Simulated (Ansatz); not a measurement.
**CH6Si (singlet): wave-function methods side by side, cc-pV(T+d)Z**

An exercise on one series of results from a longer session: the logs are not shown, and one member is left open.

The runs use Ansatz 0.2.0, Gaussian basis; cc-pV(T+d)Z, core rule «outside noble gas», up to 6 orbitals frozen.

The runs, in order: UHF; CCSD(T) on RHF; BCCD(T) on RHF; CCSDT(Q) on RHF; CASSCF and NEVPT2, 8 electrons in 8 orbitals.

19 further runs of the same task are left out: 2 that didn't finish, 17 set aside as unsound or not needed.

**What is computed**

The geometry is an MP2(full)/6-31G* stationary point (not a proven minimum).

8 atoms, charge 0, spin multiplicity 1.

Atoms are counted from 1 here; the program's logs count them from 0.

Bond lengths: C1–Si2 1.880 Å, C1–H3 1.092 Å, C1–H4 1.092 Å, C1–H5 1.092 Å, Si2–H6 1.486 Å, Si2–H7 1.486 Å, Si2–H8 1.486 Å. Angles: Si2–C1–H3 111.0°, Si2–C1–H4 111.0°, Si2–C1–H5 111.0°, H3–C1–H4 107.9°, H3–C1–H5 107.9°, H4–C1–H5 107.9°, C1–Si2–H6 110.6°, C1–Si2–H7 110.6°, C1–Si2–H8 110.6°, H6–Si2–H7 108.3°, H6–Si2–H8 108.3°, H7–Si2–H8 108.3°.

Set-up of the first run:

in.yaml reads:

```yaml
crystal:
  periodic: [false, false, false]
  atoms:
    - {symbol: C, position_ang: [0.000000, 0.000000, -1.276165]}
    - {symbol: Si, position_ang: [0.000000, 0.000000, 0.604004]}
    - {symbol: H, position_ang: [0.000000, -1.019762, -1.668062]}
    - {symbol: H, position_ang: [-0.883140, 0.509881, -1.668062]}
    - {symbol: H, position_ang: [0.883140, 0.509881, -1.668062]}
    - {symbol: H, position_ang: [0.000000, 1.391234, 1.126983]}
    - {symbol: H, position_ang: [-1.204844, -0.695617, 1.126983]}
    - {symbol: H, position_ang: [1.204844, -0.695617, 1.126983]}
basis:
  gaussian: {orbitals: "cc-pV(T+d)Z.json"}
magnetization: {spin_polarized: true, initial_magnetization: 0}
hamiltonian: {xc: hf}
output: {orbitals: {seedname: orbitals}}
```

The run is started by

```
> ansatz run in.yaml --threads 1 --pin off --events-out ev --progress --plain --max-ram 4160MiB --backend cpu
```

Steps of the session up to this table: UHF; CCSD(T) on RHF; BCCD(T) on RHF; CCSDT(Q) on RHF; CASSCF and NEVPT2, 8 electrons in 8 orbitals.

One of the session's tables, all rows but one given; the rest of the session is left out.

It belongs to the step «Misses and costs». 

| method | from RCCSDT(Q) (kJ/mol) |
| --- | --- |
| RHF | +971.2 |
| RMP2 | +136.0 |
| RCCSD | +33.2 |
| RCCSD(T) | +3.4 |
| BCCD(T) | ? |
| RCCSDT | +1.0 |
| RCCSDT(Q) | 0 |
| CASSCF frontier | +754.5 |
| NEVPT2 frontier | +162.1 |

Q: Estimate the row for BCCD(T) from the others.

The run gave: from RCCSDT(Q) (kJ/mol): +3.3. In the column «from RCCSDT(Q) (kJ/mol)» it lies between RCCSDT (+1.0) and RCCSD(T) (+3.4).
